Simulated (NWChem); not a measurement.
methanethiol (CH$_{4}$S); SMILES CS

```xyz
6

C      0.0122     1.1582     0.0000
S      0.0689    -0.6685     0.0000
H     -0.4816     1.5585     0.9067
H      1.0659     1.4970     0.0000
H     -0.4816     1.5585    -0.9067
H     -1.2787    -0.8672     0.0000
```
Atoms are numbered in this order, from 1.

Geometry: optimised at PBE-D3(BJ)/def2-SVP.

Symmetry labels are those of Cs in the frame above (b1 and b2, or b-type labels, depend on it). States above −ε(HOMO) = 6.6 eV lie in this functional's continuum and hang on the basis.

### Question
List the 4 lowest vertical singlet excitations from B3LYP/def2-TZVPD, TDA (NWChem).

### Answer
```csv
state,energy (eV),oscillator strength,symmetry,leading excitation (squared amplitude)
S1,5.07,0.003,a",HOMO → LUMO (0.96)
S2,5.76,0.028,a",HOMO → LUMO+1 (0.98)
S3,6.52,0.014,a",HOMO → LUMO+2 (0.84)
S4,6.76,0.000,a",HOMO → LUMO+4 (0.80)
```
